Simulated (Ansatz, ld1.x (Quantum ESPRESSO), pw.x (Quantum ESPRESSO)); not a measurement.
Equation-of-state test of one TM potential (Ba (Z = 56))

| Item | Value |
| --- | --- |
| Element | Ba |
| Generator | ld1.x (Quantum ESPRESSO) 7.5 |
| Type | norm-conserving Troullier–Martins (Kleinman–Bylander form) |
| Functional | PBE |
| Relativity | scalar-relativistic |
| Frozen core | [Xe] |
| Valence charge | 2 |
| Reference configuration | 5d0 6s2 6p0 |
| Partial waves | 6p (bound, empty): rc 4.10 bohr; 5d (bound, empty): rc 3.95 bohr; 6s (bound): rc 3.15 bohr |
| Local potential | the s channel |
| Core correction | Bessel-smoothed model core inside 3.15 bohr |

Crystal test: bcc Ba in pw.x 7.5, no spin, 9³ k-points, Fermi–Dirac smearing 0.01 Ry, cutoffs 50/200 Ry. The reference is all-electron LAPW (Ansatz 0.2.0) with the same functional, mesh and smearing; V0 and B0 come from Birch–Murnaghan fits to the pressures at five volumes. Errors are pseudo minus all-electron; Δ is the rms difference of the E(V) curves that follow from these fits, minima aligned, over ±6 % about the mean V0. Mesh and smearing are coarse, so the numbers serve the comparison and aren't converged zero-temperature values; the lattice is a test structure that the element need not adopt.

| V (Å³/atom) | P all-electron (GPa) | P pseudo (GPa) |
| --- | --- | --- |
| 60.428 | 0.47 | 0.84 |
| 62.018 | 0.23 | 0.55 |
| 63.608 | 0.01 | 0.29 |
| 65.198 | -0.19 | 0.05 |
| 66.788 | -0.38 | -0.16 |

All-electron: a0 = 5.031 Å (V0 = 63.67 Å³/atom), B0 = 8.4 GPa.

Pseudopotential: mean pressure error (GPa): +0.29; a0 (Å): 5.080; a0 error (%): +0.98; B0 error (%): +8.7; Δ (meV/atom): 3.7. This is a poor potential for the solid. The logarithmic derivative shows an extra or strongly shifted pseudo pole above the reference energy (s near 1.24 Ry).

Question: At the middle volume, how do free energy and pressure move when the wave cutoff is lowered (ecutrho kept at four times it)?

Answer:

| cutoff (Ry) | shift of F (meV/atom) | shift of P (GPa) |
| --- | --- | --- |
| 22 | +2.0 | -0.01 |
| 30 | +0.8 | -0.00 |
| 40 | +0.1 | +0.00 |

The run at the middle volume (35 k-points, 6 iterations) took about 8.5 s on one core of a shared host (Neoverse-V1, 32 threads, 247 GiB, load 23).
